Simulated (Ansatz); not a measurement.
Basis-set series for C2H6Al+, SMILES `[CH3][Al+][CH3]`. The species carries charge 1 and has multiplicity 1. Geometry: relaxed with PBE0-D4/def2-TZVP.

```tsv
functional	basis	functions	energy (Eh)	HOMO (eV)	LUMO (eV)
PBE0-D4	def2-SVP	76	-321.64057	-14.13	-6.50
PBE0-D4	def2-TZVPP	188	-321.81497	-14.07	-6.43
ωB97M-V	def2-SVP	76	-321.77838	-16.29	-4.79
ωB97M-V	def2-TZVPP	188	-321.95836	-16.22	-4.75
```

(1) Give the rows for def2-QZVPP. (An estimate is asked.)

Answers

(1) Ansatz gave: 
```
functional       basis  functions  energy (Eh)  HOMO (eV)  LUMO (eV)
   PBE0-D4  def2-QZVPP        364   -321.82683     -14.06      -6.44
   ωB97M-V  def2-QZVPP        364   -321.97008     -16.21      -4.76
```
